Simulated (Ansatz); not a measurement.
**B3LYP/cc-pVTZ run of LiF (SMILES [Li][F])**

What is the vertical singlet–triplet gap of LiF at B3LYP/cc-pVTZ? 

Program for the calculation: Ansatz 0.2.0.

41 further runs of the same task are left out: 41 set aside as unsound or not needed.

### 1 Starting point

LiF has 2 atoms, charge 0, and is taken as a singlet. As SMILES, `[Li][F]`. The coordinates come from a PBE0-D4/def2-TZVP relaxation.

Bond lengths: Li1–F2 1.560 Å.

### 2 The energy at B3LYP/cc-pVTZ

The input, in.yaml:

```yaml
crystal:
  periodic: [false, false, false]
  atoms:
    - symbol: Li
      position_ang: [-0.664430, 0.218370, -0.344950]
    - symbol: F
      position_ang: [0.664430, -0.218370, 0.344950]
basis:
  gaussian:
    orbitals: cc-pVTZ
accuracy: high
hamiltonian:
  xc: {name: B3LYP}
output: {orbitals: {seedname: orbitals}}
```

Run with:

```sh
$ ansatz run in.yaml --threads 1 --pin off --max-ram 3480MiB --events-out events.jsonl --progress --plain --runs-dir runs
```

Log:

```text
Warning: RAYON_NUM_THREADS=1 ignored (pool sized by the plan → 1); use --threads N
Functional definition: B3LYP
  name "B3LYP"
  parameter a0 = 0.2
  parameter ax = 0.72
  parameter ac = 0.81
  exchange = (1 - a0 - ax)*slater_x + ax*b88_x + a0*exact_x
  correlation = (1 - ac)*vwn_rpa_c + ac*lyp_c
789 factors; integrals over basis functions are off by at most 3.4e-9 eV
mean field evaluation 1: about -2920.4976 eV, gradient 5.1e1 eV
mean field evaluation 2: about -2854.1988 eV, gradient 1.9e2 eV
mean field evaluation 4: about -2924.4481 eV, gradient 3.6e0 eV
mean field evaluation 8: about -2924.4663 eV, gradient 1.3e-1 eV
mean field evaluation 16: about -2924.4663 eV, gradient 1.4e-7 eV
mean field -2924.46631592 eV, -107.4721548357 hartree, gradient 3.8e-8 eV, S^2 0.000000; 0 other end points of the search recorded, 0 dependent functions left out
reference -2924.46635080 eV, -107.4721561173 hartree; 6, 6 occupied and 54, 54 virtual orbitals, 789 factors
Total energy: -2924.46635080 eV, -107.4721561173 hartree
```

It took 1.5 s on 1 thread of Arm Neoverse V2, shared host; peak memory 0.1 GiB.

### 3 The triplet, same level

The input, run.yaml:

```yaml
crystal:
  periodic: [false, false, false]
  atoms:
    - {symbol: Li, position_ang: [-0.664430, 0.218370, -0.344950]}
    - {symbol: F, position_ang: [0.664430, -0.218370, 0.344950]}
basis:
  gaussian:
    orbitals: cc-pVTZ
accuracy: high
hamiltonian:
  xc: {name: B3LYP}
magnetization:
  spin_polarized: true
  initial_magnetization: 2
output: {orbitals: {seedname: orbitals}}
```

Run with:

```sh
$ ansatz run run.yaml --threads 1 --pin off --max-ram 3480MiB --events-out events.jsonl --progress --plain --runs-dir runs
```

Log, shortened:

```text
Warning: RAYON_NUM_THREADS=1 ignored (pool sized by the plan → 1); use --threads N
[... 7 set-up lines as earlier in the session ...]
789 factors; integrals over basis functions are off by at most 3.4e-9 eV
mean field evaluation 1: about -2917.7352 eV, gradient 7.1e0 eV
mean field evaluation 2: about -2917.8567 eV, gradient 1.6e0 eV
mean field evaluation 4: about -2917.8647 eV, gradient 2.2e-1 eV
mean field evaluation 8: about -2917.8649 eV, gradient 3.7e-3 eV
mean field evaluation 16: about -2917.8649 eV, gradient 3.1e-8 eV
mean field -2917.86493972 eV, -107.2295587350 hartree, gradient 2.7e-8 eV, S^2 2.001496; 1 other end points of the search recorded, 0 dependent functions left out
reference -2917.86496920 eV, -107.2295598184 hartree; 7, 5 occupied and 53, 55 virtual orbitals, 789 factors
Total energy: -2917.86496920 eV, -107.2295598184 hartree
```

Wall time 3.3 s (1 thread of Arm Neoverse V2, shared host); peak memory 0.14 GiB.

### 4 Results

At B3LYP/cc-pVTZ:

| quantity | value |
| --- | --- |
| singlet: total energy | -107.47216 Eh |
| singlet: HOMO energy | -7.70 eV |
| singlet: LUMO energy | -1.36 eV |
| singlet: HOMO–LUMO gap | 6.35 eV |
| triplet: total energy | -107.22956 Eh |
| triplet: HOMO energy (highest over α and β) | -3.23 eV |
| triplet: ⟨S²⟩ | 2.001 |
| vertical energy of the triplet above the singlet | 6.601 eV |

In words: At this shape the triplet lies 6.60 eV (637 kJ/mol) above the singlet.
